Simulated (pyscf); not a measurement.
**Four-centre exchange: H₃C–AlH₂ + silanol (HO–SiH₃) -> methylsilane (H₃C–SiH₃) + HO–AlH₂**

Gas phase, singlet surface, charge 0. Bonds broken: C1–Al2, O8–Si9. Bonds formed: C1–Si9, Al2–O8. Structures and frequencies: ωB97X-D3(BJ)/def2-SVP in PySCF.

Transition state (Å):

```xyz
13

C     -1.1997    -0.3633     0.3190
Al    -0.7811     0.5129    -1.6061
H     -1.3188    -1.0745    -0.5398
H     -2.2226    -0.1791     0.6760
H     -0.7018    -1.0338     1.0347
H     -2.1871     1.0566    -2.0962
H      0.1100    -0.4631    -2.4801
O      0.1943     1.7567    -0.7164
Si    -0.0477     1.2687     1.1100
H      0.4999     2.6507    -0.9064
H     -0.8764     0.9379     2.3270
H      1.2779     0.6341     1.3368
H      0.0338     2.7584     1.3621
```

One imaginary mode, 311i cm⁻¹; descent along it reached the two sides named, in the forms told below.

| bond | change | reactant side (Å) | saddle | product side |
|---|---|---|---|---|
| C1–Al2 | breaks | 1.980 | 2.156 | 2.9 |
| O8–Si9 | breaks | 1.719 | 1.906 | 3.2 |
| C1–Si9 | forms | 3.5 | 2.149 | 1.894 |
| Al2–O8 | forms | 2.014 | 1.814 | 1.716 |

Electronic energies relative to the separated reactants (kJ/mol):

```tsv
level	barrier	reaction energy	reverse barrier
ωB97X-D3(BJ)/def2-TZVP	-3.4	-58.1	54.8
PBE/def2-TZVP	11.6	-59.2	70.8
r²SCAN/def2-TZVP	2.6	-59.6	62.3
B3LYP-D3(BJ)/def2-TZVP	18.7	-59.0	77.7
PBE0-D3(BJ)/def2-TZVP	0.7	-58.2	58.9
M06-2X/def2-TZVP	6.8	-55.0	61.8
ωB97M-D3(BJ)/def2-TZVP	10.3	-57.9	68.2
HF/def2-TZVP	79.6	-53.0	132.5
```

With ωB97M-D3(BJ)/def2-TZVP energies and thermal terms (ideal gas, 1 atm, RRHO with modes under 100 cm⁻¹ raised to 100, one conformer, R ln 2 for chiral ones without a mode under 150 cm⁻¹), in kJ/mol:

| T (K) | ΔH‡ | ΔG‡ | ΔH | ΔG |
|---|---|---|---|---|
| 298 | 17.5 | 75.0 | -56.1 | -50.0 |
| 600 | 17.5 | 133.4 | -56.5 | -43.6 |
| 900 | 19.0 | 191.0 | -56.7 | -37.2 |
| 1200 | 21.0 | 248.0 | -56.8 | -30.7 |

On the reactant side the descent ends in an adduct with a Al–O contact (not fully relaxed), 90.4 kJ/mol under the separated species and 87.0 kJ/mol under the saddle at ωB97X-D3(BJ)/def2-TZVP. At ωB97X-D3(BJ) the saddle lies under the separated reactants, which points to a path from their complex (located at ωB97X-D3(BJ) alone). What is counted as formed (Al–O) is already present as a longer contact in the reactant adduct; forming that adduct is a step of its own. The same reactants have a lower exit, to H₃C–AlH–OH + SiH₄ (barrier -43.5 kJ/mol at ωB97M-D3(BJ)/def2-TZVP, against +10.3 kJ/mol here). One saddle was located; it need not be the lowest between these sides.
